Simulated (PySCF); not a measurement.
methylsulfanylsilane, CH6SSi, SMILES CS[SiH3], point group Cs.

Force field and properties: PBE0/pcSseg-1 (PySCF, grid level 2). Vibrational terms come from second-order perturbation theory with semi-diagonal cubic constants, by steps of ±0.6 along the normal coordinates of each isotopologue. The parent has the commonest isotopes.

Equilibrium geometry (Å):

```json
{"atom": "C1", "x": "-1.5174", "y": "-0.1548", "z": "-0.2078"}
{"atom": "S2", "x": "-0.0559", "y": "-1.2017", "z": "-0.5204"}
{"atom": "Si3", "x": "1.5001", "y": "0.0983", "z": "0.1570"}
{"atom": "H4", "x": "-2.3895", "y": "-0.7313", "z": "-0.5263"}
{"atom": "H5", "x": "-1.6239", "y": "0.0787", "z": "0.8556"}
{"atom": "H6", "x": "-1.4804", "y": "0.7707", "z": "-0.7900"}
{"atom": "H7", "x": "1.5227", "y": "1.3691", "z": "-0.6221"}
{"atom": "H8", "x": "2.7686", "y": "-0.6482", "z": "-0.0442"}
{"atom": "H9", "x": "1.3298", "y": "0.4431", "z": "1.5974"}
```

(1) Give the equilibrium and ground-state rotational constants (MHz) of parent; ²H at 4; ²H at 5; ³³S at 2, ²H at 4.

(2) How is the parent's vibrational correction B0 − Be made up?

(3) And its quartic centrifugal distortion constants from the harmonic force field?

A mode lies under 250 cm⁻¹, where this perturbation treatment is rough. Internal rotors are held in one well.

Results:

(1) 
```json
{"species": "parent", "Ae": "14063", "Be": "4179.5", "Ce": "3420.4", "A0": "14039", "B0": "4153.1", "C0": "3397.8", "Δ0 (u Å²)": "-8.948", "harmonic ZPE (cm⁻¹)": "14084"}
{"species": "²H at 4", "Ae": "13972", "Be": "3949.2", "Ce": "3259.7", "A0": "13945", "B0": "3924.8", "C0": "3239.2", "Δ0 (u Å²)": "-8.986", "harmonic ZPE (cm⁻¹)": "13389"}
{"species": "²H at 5", "Ae": "13042", "Be": "4081.9", "Ce": "3324.7", "A0": "13021", "B0": "4056.9", "C0": "3302.9", "Δ0 (u Å²)": "-10.370", "harmonic ZPE (cm⁻¹)": "13390"}
{"species": "³³S at 2, ²H at 4", "Ae": "13803", "Be": "3940.4", "Ce": "3244.3", "A0": "13776", "B0": "3916.1", "C0": "3224", "Δ0 (u Å²)": "-8.983", "harmonic ZPE (cm⁻¹)": "13384"}
```

Δ0 = Ic − Ia − Ib from the ground-state constants.

(2) 
```json
{"axis": "a", "harmonic": "47.8", "Coriolis": "-62.8", "cubic": "-9.29", "total (MHz)": "-24.3"}
{"axis": "b", "harmonic": "8.4", "Coriolis": "-5.35", "cubic": "-29.5", "total (MHz)": "-26.4"}
{"axis": "c", "harmonic": "3.09", "Coriolis": "-3.03", "cubic": "-22.7", "total (MHz)": "-22.6"}
```

(3) Asymmetric top, A reduction, Ir representation: ΔJ = 3.02 kHz, ΔJK = -15.3 kHz, ΔK = 95.5 kHz, δJ = 0.883 kHz, δK = 4.42 kHz.
